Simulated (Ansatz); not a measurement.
Results of HSE06 (Ansatz, a program for electronic structure, plane waves, PAW) for diamond-structure Si.

Run with plane-wave cutoff 520 eV, 8×8×8 k mesh, scalar-relativistic PAW data made under PBE.

The cell has the measured lattice: a = b = c = 5.430 Å, α = β = γ = 90.00°.

### Question
Give the computed Young modulus, elastic constant C44, Voigt–Reuss–Hill shear modulus (Hill average), elastic constant C12 and elastic constant C11.

### Answer

- Young modulus: 168 GPa
- elastic constant C44: 81.7 GPa
- Voigt–Reuss–Hill shear modulus (Hill average): 68.7 GPa
- elastic constant C12: 65.2 GPa
- elastic constant C11: 171 GPa

Measured, for comparison: elastic constant C44 80.2 GPa, elastic constant C12 64.9 GPa, elastic constant C11 168 GPa (low temperature, zero-point motion not removed; as tabulated in Tanner et al. (2021), arXiv:2110.11888). Computed (rounded) less measured: elastic constant C44 +2 %, elastic constant C12 +0.5 %, elastic constant C11 +2 %.

Note: the cell isn't this level's own, so it is under some stress, which shifts stiffness and frequencies.

Elastic constants are with the ions relaxed.

Computed values are for the static lattice.
